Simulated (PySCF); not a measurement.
Dissociation curve of F2, singlet.

Levels of theory: UKS-PBE = unrestricted PBE/cc-pVTZ in PySCF; RKS-PBE = PySCF with restricted PBE/cc-pVTZ; UKS-BHandHLYP = unrestricted BHandHLYP/cc-pVTZ (PySCF 2.14.0); RKS-BHandHLYP = restricted BHandHLYP/cc-pVTZ (PySCF 2.14.0); UKS-M06-2X = PySCF 2.14.0 with unrestricted M06-2X/cc-pVTZ; RKS-M06-2X = restricted M06-2X/cc-pVTZ in PySCF; UKS-B3LYP/6-31G* = unrestricted B3LYP/6-31G*, spherical d run with PySCF 2.14.0; RKS-B3LYP/6-31G* = restricted B3LYP/6-31G*, spherical d (PySCF 2.14.0); UKS-B3LYP/LANL2DZ = unrestricted B3LYP/LANL2DZ run with PySCF; RKS-B3LYP/LANL2DZ = PySCF with restricted B3LYP/LANL2DZ.

Scanned distances (Å): 1.04, 1.10, 1.18, 1.25, 1.30, 1.32, 1.38, 1.40, 1.44, 1.50, 1.58, 1.71, 1.85, 2.07, 2.24, 2.49, 2.73, 3.01, 3.40, 3.71, 4.09, 4.76, 5.57.

Problem. Where does the unrestricted solution first break spin symmetry (<S²> of 0.01 or more)?

Solution. UKS-PBE: between 1.58 and 1.71 Å; UKS-BHandHLYP: between 1.44 and 1.50 Å; UKS-M06-2X: between 1.58 and 1.71 Å; UKS-B3LYP/6-31G*: between 1.58 and 1.71 Å; UKS-B3LYP/LANL2DZ: between 1.58 and 1.71 Å.

```json
[
 {"R / Å": "1.04", "<S²> UKS-PBE": "0.00", "E(RKS-PBE) − E(UKS-PBE) / kcal/mol": "0.0", "<S²> UKS-BHandHLYP": "0.00", "E(RKS-BHandHLYP) − E(UKS-BHandHLYP) / kcal/mol": "0.0", "<S²> UKS-M06-2X": "0.00", "E(RKS-M06-2X) − E(UKS-M06-2X) / kcal/mol": "0.0", "<S²> UKS-B3LYP/6-31G*": "0.00", "E(RKS-B3LYP/6-31G*) − E(UKS-B3LYP/6-31G*) / kcal/mol": "0.0", "<S²> UKS-B3LYP/LANL2DZ": "0.00", "E(RKS-B3LYP/LANL2DZ) − E(UKS-B3LYP/LANL2DZ) / kcal/mol": "0.0"},
 {"R / Å": "1.10", "<S²> UKS-PBE": "0.00", "E(RKS-PBE) − E(UKS-PBE) / kcal/mol": "0.0", "<S²> UKS-BHandHLYP": "0.00", "E(RKS-BHandHLYP) − E(UKS-BHandHLYP) / kcal/mol": "0.0", "<S²> UKS-M06-2X": "0.00", "E(RKS-M06-2X) − E(UKS-M06-2X) / kcal/mol": "0.0", "<S²> UKS-B3LYP/6-31G*": "0.00", "E(RKS-B3LYP/6-31G*) − E(UKS-B3LYP/6-31G*) / kcal/mol": "0.0", "<S²> UKS-B3LYP/LANL2DZ": "0.00", "E(RKS-B3LYP/LANL2DZ) − E(UKS-B3LYP/LANL2DZ) / kcal/mol": "0.0"},
 {"R / Å": "1.18", "<S²> UKS-PBE": "0.00", "E(RKS-PBE) − E(UKS-PBE) / kcal/mol": "0.0", "<S²> UKS-BHandHLYP": "0.00", "E(RKS-BHandHLYP) − E(UKS-BHandHLYP) / kcal/mol": "0.0", "<S²> UKS-M06-2X": "0.00", "E(RKS-M06-2X) − E(UKS-M06-2X) / kcal/mol": "0.0", "<S²> UKS-B3LYP/6-31G*": "0.00", "E(RKS-B3LYP/6-31G*) − E(UKS-B3LYP/6-31G*) / kcal/mol": "0.0", "<S²> UKS-B3LYP/LANL2DZ": "0.00", "E(RKS-B3LYP/LANL2DZ) − E(UKS-B3LYP/LANL2DZ) / kcal/mol": "0.0"},
 {"R / Å": "1.25", "<S²> UKS-PBE": "0.00", "E(RKS-PBE) − E(UKS-PBE) / kcal/mol": "0.0", "<S²> UKS-BHandHLYP": "0.00", "E(RKS-BHandHLYP) − E(UKS-BHandHLYP) / kcal/mol": "0.0", "<S²> UKS-M06-2X": "0.00", "E(RKS-M06-2X) − E(UKS-M06-2X) / kcal/mol": "0.0", "<S²> UKS-B3LYP/6-31G*": "0.00", "E(RKS-B3LYP/6-31G*) − E(UKS-B3LYP/6-31G*) / kcal/mol": "0.0", "<S²> UKS-B3LYP/LANL2DZ": "0.00", "E(RKS-B3LYP/LANL2DZ) − E(UKS-B3LYP/LANL2DZ) / kcal/mol": "0.0"},
 {"R / Å": "1.30", "<S²> UKS-PBE": "0.00", "E(RKS-PBE) − E(UKS-PBE) / kcal/mol": "0.0", "<S²> UKS-BHandHLYP": "0.00", "E(RKS-BHandHLYP) − E(UKS-BHandHLYP) / kcal/mol": "0.0", "<S²> UKS-M06-2X": "0.00", "E(RKS-M06-2X) − E(UKS-M06-2X) / kcal/mol": "0.0", "<S²> UKS-B3LYP/6-31G*": "0.00", "E(RKS-B3LYP/6-31G*) − E(UKS-B3LYP/6-31G*) / kcal/mol": "0.0", "<S²> UKS-B3LYP/LANL2DZ": "0.00", "E(RKS-B3LYP/LANL2DZ) − E(UKS-B3LYP/LANL2DZ) / kcal/mol": "0.0"},
 {"R / Å": "1.32", "<S²> UKS-PBE": "0.00", "E(RKS-PBE) − E(UKS-PBE) / kcal/mol": "0.0", "<S²> UKS-BHandHLYP": "0.00", "E(RKS-BHandHLYP) − E(UKS-BHandHLYP) / kcal/mol": "0.0", "<S²> UKS-M06-2X": "0.00", "E(RKS-M06-2X) − E(UKS-M06-2X) / kcal/mol": "0.0", "<S²> UKS-B3LYP/6-31G*": "0.00", "E(RKS-B3LYP/6-31G*) − E(UKS-B3LYP/6-31G*) / kcal/mol": "0.0", "<S²> UKS-B3LYP/LANL2DZ": "0.00", "E(RKS-B3LYP/LANL2DZ) − E(UKS-B3LYP/LANL2DZ) / kcal/mol": "0.0"},
 {"R / Å": "1.38", "<S²> UKS-PBE": "0.00", "E(RKS-PBE) − E(UKS-PBE) / kcal/mol": "0.0", "<S²> UKS-BHandHLYP": "0.00", "E(RKS-BHandHLYP) − E(UKS-BHandHLYP) / kcal/mol": "0.0", "<S²> UKS-M06-2X": "0.00", "E(RKS-M06-2X) − E(UKS-M06-2X) / kcal/mol": "0.0", "<S²> UKS-B3LYP/6-31G*": "0.00", "E(RKS-B3LYP/6-31G*) − E(UKS-B3LYP/6-31G*) / kcal/mol": "0.0", "<S²> UKS-B3LYP/LANL2DZ": "0.00", "E(RKS-B3LYP/LANL2DZ) − E(UKS-B3LYP/LANL2DZ) / kcal/mol": "0.0"},
 {"R / Å": "1.40", "<S²> UKS-PBE": "0.00", "E(RKS-PBE) − E(UKS-PBE) / kcal/mol": "0.0", "<S²> UKS-BHandHLYP": "0.00", "E(RKS-BHandHLYP) − E(UKS-BHandHLYP) / kcal/mol": "0.0", "<S²> UKS-M06-2X": "0.00", "E(RKS-M06-2X) − E(UKS-M06-2X) / kcal/mol": "0.0", "<S²> UKS-B3LYP/6-31G*": "0.00", "E(RKS-B3LYP/6-31G*) − E(UKS-B3LYP/6-31G*) / kcal/mol": "0.0", "<S²> UKS-B3LYP/LANL2DZ": "0.00", "E(RKS-B3LYP/LANL2DZ) − E(UKS-B3LYP/LANL2DZ) / kcal/mol": "0.0"},
 {"R / Å": "1.44", "<S²> UKS-PBE": "0.00", "E(RKS-PBE) − E(UKS-PBE) / kcal/mol": "0.0", "<S²> UKS-BHandHLYP": "0.00", "E(RKS-BHandHLYP) − E(UKS-BHandHLYP) / kcal/mol": "0.0", "<S²> UKS-M06-2X": "0.00", "E(RKS-M06-2X) − E(UKS-M06-2X) / kcal/mol": "0.0", "<S²> UKS-B3LYP/6-31G*": "0.00", "E(RKS-B3LYP/6-31G*) − E(UKS-B3LYP/6-31G*) / kcal/mol": "0.0", "<S²> UKS-B3LYP/LANL2DZ": "0.00", "E(RKS-B3LYP/LANL2DZ) − E(UKS-B3LYP/LANL2DZ) / kcal/mol": "0.0"},
 {"R / Å": "1.50", "<S²> UKS-PBE": "0.00", "E(RKS-PBE) − E(UKS-PBE) / kcal/mol": "0.0", "<S²> UKS-BHandHLYP": "0.12", "E(RKS-BHandHLYP) − E(UKS-BHandHLYP) / kcal/mol": "0.4", "<S²> UKS-M06-2X": "0.00", "E(RKS-M06-2X) − E(UKS-M06-2X) / kcal/mol": "0.0", "<S²> UKS-B3LYP/6-31G*": "0.00", "E(RKS-B3LYP/6-31G*) − E(UKS-B3LYP/6-31G*) / kcal/mol": "0.0", "<S²> UKS-B3LYP/LANL2DZ": "0.00", "E(RKS-B3LYP/LANL2DZ) − E(UKS-B3LYP/LANL2DZ) / kcal/mol": "0.0"},
 {"R / Å": "1.58", "<S²> UKS-PBE": "0.00", "E(RKS-PBE) − E(UKS-PBE) / kcal/mol": "0.0", "<S²> UKS-BHandHLYP": "0.40", "E(RKS-BHandHLYP) − E(UKS-BHandHLYP) / kcal/mol": "5.5", "<S²> UKS-M06-2X": "0.00", "E(RKS-M06-2X) − E(UKS-M06-2X) / kcal/mol": "0.0", "<S²> UKS-B3LYP/6-31G*": "0.00", "E(RKS-B3LYP/6-31G*) − E(UKS-B3LYP/6-31G*) / kcal/mol": "0.0", "<S²> UKS-B3LYP/LANL2DZ": "0.00", "E(RKS-B3LYP/LANL2DZ) − E(UKS-B3LYP/LANL2DZ) / kcal/mol": "0.0"},
 {"R / Å": "1.71", "<S²> UKS-PBE": "0.33", "E(RKS-PBE) − E(UKS-PBE) / kcal/mol": "1.0", "<S²> UKS-BHandHLYP": "0.67", "E(RKS-BHandHLYP) − E(UKS-BHandHLYP) / kcal/mol": "20.4", "<S²> UKS-M06-2X": "0.57", "E(RKS-M06-2X) − E(UKS-M06-2X) / kcal/mol": "6.6", "<S²> UKS-B3LYP/6-31G*": "0.27", "E(RKS-B3LYP/6-31G*) − E(UKS-B3LYP/6-31G*) / kcal/mol": "1.5", "<S²> UKS-B3LYP/LANL2DZ": "0.29", "E(RKS-B3LYP/LANL2DZ) − E(UKS-B3LYP/LANL2DZ) / kcal/mol": "1.9"},
 {"R / Å": "1.85", "<S²> UKS-PBE": "0.63", "E(RKS-PBE) − E(UKS-PBE) / kcal/mol": "4.9", "<S²> UKS-BHandHLYP": "0.82", "E(RKS-BHandHLYP) − E(UKS-BHandHLYP) / kcal/mol": "38.7", "<S²> UKS-M06-2X": "0.79", "E(RKS-M06-2X) − E(UKS-M06-2X) / kcal/mol": "24.8", "<S²> UKS-B3LYP/6-31G*": "0.59", "E(RKS-B3LYP/6-31G*) − E(UKS-B3LYP/6-31G*) / kcal/mol": "9.7", "<S²> UKS-B3LYP/LANL2DZ": "0.61", "E(RKS-B3LYP/LANL2DZ) − E(UKS-B3LYP/LANL2DZ) / kcal/mol": "10.1"},
 {"R / Å": "2.07", "<S²> UKS-PBE": "0.85", "E(RKS-PBE) − E(UKS-PBE) / kcal/mol": "—", "<S²> UKS-BHandHLYP": "0.93", "E(RKS-BHandHLYP) − E(UKS-BHandHLYP) / kcal/mol": "65.0", "<S²> UKS-M06-2X": "0.92", "E(RKS-M06-2X) − E(UKS-M06-2X) / kcal/mol": "51.3", "<S²> UKS-B3LYP/6-31G*": "0.86", "E(RKS-B3LYP/6-31G*) − E(UKS-B3LYP/6-31G*) / kcal/mol": "26.7", "<S²> UKS-B3LYP/LANL2DZ": "0.86", "E(RKS-B3LYP/LANL2DZ) − E(UKS-B3LYP/LANL2DZ) / kcal/mol": "26.8"},
 {"R / Å": "2.24", "<S²> UKS-PBE": "0.93", "E(RKS-PBE) − E(UKS-PBE) / kcal/mol": "—", "<S²> UKS-BHandHLYP": "0.97", "E(RKS-BHandHLYP) − E(UKS-BHandHLYP) / kcal/mol": "81.7", "<S²> UKS-M06-2X": "0.96", "E(RKS-M06-2X) − E(UKS-M06-2X) / kcal/mol": "67.6", "<S²> UKS-B3LYP/6-31G*": "0.94", "E(RKS-B3LYP/6-31G*) − E(UKS-B3LYP/6-31G*) / kcal/mol": "39.2", "<S²> UKS-B3LYP/LANL2DZ": "0.94", "E(RKS-B3LYP/LANL2DZ) − E(UKS-B3LYP/LANL2DZ) / kcal/mol": "38.8"},
 {"R / Å": "2.49", "<S²> UKS-PBE": "0.98", "E(RKS-PBE) − E(UKS-PBE) / kcal/mol": "—", "<S²> UKS-BHandHLYP": "1.00", "E(RKS-BHandHLYP) − E(UKS-BHandHLYP) / kcal/mol": "100.8", "<S²> UKS-M06-2X": "0.99", "E(RKS-M06-2X) − E(UKS-M06-2X) / kcal/mol": "85.8", "<S²> UKS-B3LYP/6-31G*": "0.99", "E(RKS-B3LYP/6-31G*) − E(UKS-B3LYP/6-31G*) / kcal/mol": "54.3", "<S²> UKS-B3LYP/LANL2DZ": "0.99", "E(RKS-B3LYP/LANL2DZ) − E(UKS-B3LYP/LANL2DZ) / kcal/mol": "53.0"},
 {"R / Å": "2.73", "<S²> UKS-PBE": "0.99", "E(RKS-PBE) − E(UKS-PBE) / kcal/mol": "—", "<S²> UKS-BHandHLYP": "1.00", "E(RKS-BHandHLYP) − E(UKS-BHandHLYP) / kcal/mol": "114.2", "<S²> UKS-M06-2X": "1.00", "E(RKS-M06-2X) − E(UKS-M06-2X) / kcal/mol": "98.4", "<S²> UKS-B3LYP/6-31G*": "1.00", "E(RKS-B3LYP/6-31G*) − E(UKS-B3LYP/6-31G*) / kcal/mol": "64.9", "<S²> UKS-B3LYP/LANL2DZ": "1.00", "E(RKS-B3LYP/LANL2DZ) − E(UKS-B3LYP/LANL2DZ) / kcal/mol": "63.0"},
 {"R / Å": "3.01", "<S²> UKS-PBE": "1.00", "E(RKS-PBE) − E(UKS-PBE) / kcal/mol": "—", "<S²> UKS-BHandHLYP": "1.00", "E(RKS-BHandHLYP) − E(UKS-BHandHLYP) / kcal/mol": "125.1", "<S²> UKS-M06-2X": "1.00", "E(RKS-M06-2X) − E(UKS-M06-2X) / kcal/mol": "109.1", "<S²> UKS-B3LYP/6-31G*": "1.00", "E(RKS-B3LYP/6-31G*) − E(UKS-B3LYP/6-31G*) / kcal/mol": "73.1", "<S²> UKS-B3LYP/LANL2DZ": "1.00", "E(RKS-B3LYP/LANL2DZ) − E(UKS-B3LYP/LANL2DZ) / kcal/mol": "70.8"},
 {"R / Å": "3.40", "<S²> UKS-PBE": "1.00", "E(RKS-PBE) − E(UKS-PBE) / kcal/mol": "—", "<S²> UKS-BHandHLYP": "1.00", "E(RKS-BHandHLYP) − E(UKS-BHandHLYP) / kcal/mol": "134.6", "<S²> UKS-M06-2X": "1.00", "E(RKS-M06-2X) − E(UKS-M06-2X) / kcal/mol": "118.8", "<S²> UKS-B3LYP/6-31G*": "1.00", "E(RKS-B3LYP/6-31G*) − E(UKS-B3LYP/6-31G*) / kcal/mol": "79.8", "<S²> UKS-B3LYP/LANL2DZ": "1.00", "E(RKS-B3LYP/LANL2DZ) − E(UKS-B3LYP/LANL2DZ) / kcal/mol": "77.2"},
 {"R / Å": "3.71", "<S²> UKS-PBE": "1.00", "E(RKS-PBE) − E(UKS-PBE) / kcal/mol": "—", "<S²> UKS-BHandHLYP": "1.00", "E(RKS-BHandHLYP) − E(UKS-BHandHLYP) / kcal/mol": "139.4", "<S²> UKS-M06-2X": "1.00", "E(RKS-M06-2X) − E(UKS-M06-2X) / kcal/mol": "123.5", "<S²> UKS-B3LYP/6-31G*": "1.00", "E(RKS-B3LYP/6-31G*) − E(UKS-B3LYP/6-31G*) / kcal/mol": "82.5", "<S²> UKS-B3LYP/LANL2DZ": "1.00", "E(RKS-B3LYP/LANL2DZ) − E(UKS-B3LYP/LANL2DZ) / kcal/mol": "80.1"},
 {"R / Å": "4.09", "<S²> UKS-PBE": "1.00", "E(RKS-PBE) − E(UKS-PBE) / kcal/mol": "—", "<S²> UKS-BHandHLYP": "1.00", "E(RKS-BHandHLYP) − E(UKS-BHandHLYP) / kcal/mol": "143.2", "<S²> UKS-M06-2X": "1.00", "E(RKS-M06-2X) − E(UKS-M06-2X) / kcal/mol": "127.4", "<S²> UKS-B3LYP/6-31G*": "1.00", "E(RKS-B3LYP/6-31G*) − E(UKS-B3LYP/6-31G*) / kcal/mol": "84.3", "<S²> UKS-B3LYP/LANL2DZ": "1.00", "E(RKS-B3LYP/LANL2DZ) − E(UKS-B3LYP/LANL2DZ) / kcal/mol": "82.2"},
 {"R / Å": "4.76", "<S²> UKS-PBE": "1.00", "E(RKS-PBE) − E(UKS-PBE) / kcal/mol": "—", "<S²> UKS-BHandHLYP": "1.00", "E(RKS-BHandHLYP) − E(UKS-BHandHLYP) / kcal/mol": "147.1", "<S²> UKS-M06-2X": "1.00", "E(RKS-M06-2X) − E(UKS-M06-2X) / kcal/mol": "131.5", "<S²> UKS-B3LYP/6-31G*": "1.00", "E(RKS-B3LYP/6-31G*) − E(UKS-B3LYP/6-31G*) / kcal/mol": "85.7", "<S²> UKS-B3LYP/LANL2DZ": "1.00", "E(RKS-B3LYP/LANL2DZ) − E(UKS-B3LYP/LANL2DZ) / kcal/mol": "84.1"},
 {"R / Å": "5.57", "<S²> UKS-PBE": "1.00", "E(RKS-PBE) − E(UKS-PBE) / kcal/mol": "—", "<S²> UKS-BHandHLYP": "1.00", "E(RKS-BHandHLYP) − E(UKS-BHandHLYP) / kcal/mol": "149.9", "<S²> UKS-M06-2X": "1.00", "E(RKS-M06-2X) − E(UKS-M06-2X) / kcal/mol": "134.4", "<S²> UKS-B3LYP/6-31G*": "1.00", "E(RKS-B3LYP/6-31G*) − E(UKS-B3LYP/6-31G*) / kcal/mol": "86.8", "<S²> UKS-B3LYP/LANL2DZ": "1.00", "E(RKS-B3LYP/LANL2DZ) − E(UKS-B3LYP/LANL2DZ) / kcal/mol": "85.2"}
]
```

Dashes: no converged value, or the column stops at the first point that the program doubted or that broke a chosen test of continuity, which isn't proof of a fault.
